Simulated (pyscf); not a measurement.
H₃C–O–GaH₂ → CH₄ + O=GaH, an elimination (singlet surface; C–O, Ga–H broken, C–H formed). Optimised with ωB97X-D3(BJ)/def2-SVP in PySCF. MP2 and CC: frozen core, UHF for open shells. ΔMP2 is the change of the MP2 total energy from the triple- to the quadruple-zeta basis. Energies in kcal/mol from the reactant's lowest minimum found.

Small-basis levels: PySCF, no dispersion term, spherical d functions. AM1 to PM7: differences of heats of formation from MOPAC, which are fitted to 298 K values and so differ in kind from electronic energies by zero-point and thermal terms. Cost: rough CPU time at the saddle relative to B3LYP/6-31G*+LANL2DZ, from one job on a shared machine.

```csv
level,barrier,reaction energy,cost
MP2/6-31G*+LANL2DZ,102.6,+10.4,0.1
SVWN5/6-31G*+LANL2DZ,92.1,+26.9,0.9
BP86/6-31G*+LANL2DZ,89.6,+16.6,1
B3LYP/3-21G,96.0,+21.2,1
M06-2X/6-31G*+LANL2DZ,106.2,+27.7,2
PM6,115.8,+27.1,under 0.02
PM7,115.0,+34.2,under 0.02
CCSD(T)/def2-TZVPP + ΔMP2(QZVPP),95.8,+18.6,–
```

Against the last row the barrier runs from -6.2 (BP86/6-31G*+LANL2DZ) to +20.1 kcal/mol (PM6). CCSD(T)/def2-TZVPP + ΔMP2(QZVPP) has limits of its own. The same reactants have a lower exit, to HO–CH₂–GaH₂ (barrier +89.6 kcal/mol at ωB97M-D3(BJ)/def2-TZVP, against +99.6 kcal/mol here). H₃C–O–GaH₂ lies 21.8 kcal/mol over its isomer H₃C–GaH–OH (electronic energy, ωB97M-D3(BJ)/def2-TZVP). O=GaH lies 48.1 kcal/mol over its isomer HO–Ga [singlet] (electronic energy, ωB97M-D3(BJ)/def2-TZVP). One saddle was located; it need not be the lowest between these sides. The CCSD(T) − MP2 part came from Ansatz, without density fitting, on the same reference. The frozen core leaves the outer d or s,p core shells of the metals and heavy elements correlated in the MP2 and CC values, and def2-TZVPP describes them poorly, which can shift differences by a few kcal/mol. In the def2 sets elements up to Kr have no core potential.
